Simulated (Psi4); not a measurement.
Process, species as SMILES: S (H2S) + H+ → [SH3+]
B3LYP-D3(BJ)/def2-TZVP geometries, fixed; electronic energies without zero-point terms; positive where energy is released.

Basis-set convergence of the proton affinity at wB97X-V with Psi4. Cartesian d functions, on some or all atoms, in 6-31+G*; all else is spherical. Density fitting with the program's default auxiliary sets. Psi4's default fitting sets serve the pcseg sets less well. The functional holds VV10 correlation; no added dispersion term, no relativity. Functions are those of the species that has most. Reference: the value in aug-cc-pV(Q+d)Z, 175.84 kcal/mol, itself unsure by roughly 0.13 kcal/mol (its mean distance from cc-pV(5+d)Z, def2-QZVPPD, def2-QZVPP). Deviations are taken from unrounded values.

```json
[
 {"basis": "6-31+G*", "functions": "29"},
 {"basis": "6-311+G**", "functions": "48"},
 {"basis": "def2-SVPD", "functions": "51"},
 {"basis": "aug-pcseg-1", "functions": "54"},
 {"basis": "6-311++G(2d,2p)", "functions": "65"},
 {"basis": "def2-TZVPD", "functions": "73"},
 {"basis": "6-311++G(3df,3pd)", "functions": "101"},
 {"basis": "def2-TZVPPD", "functions": "102"},
 {"basis": "aug-pcseg-2", "functions": "119"},
 {"basis": "def2-QZVPPD", "functions": "178"},
 {"basis": "aug-pcseg-3", "functions": "236"}
]
```

Question: Which is the smallest set listed that can be trusted to 0.5 kcal/mol here, that is, within that of the reference together with its larger relatives (same family, alike in diffuse functions; a set with none to test it counts only in the reference's own line)?

Answer: The smallest set listed that lies within 0.5 kcal/mol of the reference with all its larger relatives (same family, alike in diffuse functions; a set with none counts only in the reference's own line) is 6-311++G(2d,2p) (65 functions, -0.23 kcal/mol off). Value minus reference: 6-31+G* -3.06, 6-311+G** -1.17, def2-SVPD -1.91, aug-pcseg-1 -1.56, 6-311++G(2d,2p) -0.23, def2-TZVPD -0.19, 6-311++G(3df,3pd) -0.19, def2-TZVPPD -0.06, aug-pcseg-2 -0.30, def2-QZVPPD 0.05, aug-pcseg-3 0.13 kcal/mol.
